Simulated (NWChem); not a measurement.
**Correlation energy of acetylene (C2H2)**

SMILES: C#C
```xyz
4

C      0.0000     0.0000    -0.6043
C      0.0000     0.0000     0.6043
H      0.0000     0.0000    -1.6792
H      0.0000     0.0000     1.6792
```
Charge 0, spin multiplicity 1.

The numbers come from NWChem runs, not from measurements. Structure: optimised with PBE0/def2-SVP, a minimum by its harmonic frequencies.

Basis set: STO-3G. Each correlation energy counts from its own Hartree-Fock reference.

The correlated methods keep 2 core orbitals frozen. No row is a measurement; the coupled-cluster row has its own basis-set and correlation limits.

Task: For the correlation energy, SCS-MP2 gives -154.8 mHa and CCSD gives -171.1 mHa. What do CR-CCSD(T), CCSD(T), CR-CCSD[T] give?

Result: CR-CCSD(T): -171.6 mHa; CCSD(T): -171.7 mHa; CR-CCSD[T]: -171.6 mHa.
